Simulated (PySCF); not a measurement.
## Spin states of BS

Unrestricted PBE0; B x2c-TZVPPall, S x2c-TZVPPall; spin-free X2C with a Gaussian nucleus (PySCF 2.14). Outer shells of the fragments: B 2s2 2p1; S 3s2 3p4.

Followed along the bond (rough minima from three points):

| 2Ms+1 | unpaired | ⟨S²⟩ at the start | R at minimum (Å) | Te (eV) |
| --- | --- | --- | --- | --- |
| 2 | σ ↑ | 0.78 | 1.61 | 0.00 |
| 2 | π ↑ | 0.76 | 1.83 | 2.06 |
| 4 | σ ↑, π ↑↑ | 3.76 | 1.80 | 3.62 |

Solutions found at the starting distance of 1.800 Å, counted from the lowest of them; the search is not exhaustive and high or unbound solutions are not listed, so other states can lie among these:

| 2Ms+1 | unpaired | term | E (eV) | ⟨S²⟩ | ⟨Lz²⟩ | μ (D) |
| --- | --- | --- | --- | --- | --- | --- |
| 2 | σ ↑ | ²Σ⁺ | 0.00 | 0.78 | 0.00 | -1.34 |
| 2 | π ↑ | ²Π | 1.48 | 0.76 | 1.01 | 2.03 |
| 4 | σ ↑, π ↑↑ | mixed | 3.04 | 3.76 | 2.01 | 0.38 |
| 4 | σ ↑, π ↑↑ | mixed | 3.46 | 3.76 | 2.01 | 0.19 |
| 2 | σ ↑, π ↑↓ | mixed | 3.61 | 1.76 | 2.01 | 0.10 |
| 4 | σ ↑↑, π ↑ | ⁴Π | 6.26 | 3.78 | 1.00 | 0.28 |

A term symbol is given only where ⟨S²⟩ and ⟨Lz²⟩ are close to those of a pure state; real π, δ and φ orbitals otherwise mix terms. A positive dipole means B(−)S(+).

Question: Compare the gap between the two lowest followed solutions at the starting distance with the gap between their minima.

Answer: At PBE0 the second solution (doublet, unpaired electrons π ↑) lies +1.48 eV from the first (doublet, unpaired electrons σ ↑) at 1.800 Å and +2.06 eV at the minima; the two curves relax by different amounts, since their minima lie near 1.83 and 1.61 Å.

Counting both spins, an empty level lies below a filled one in some of these solutions, because spin and occupation are held.
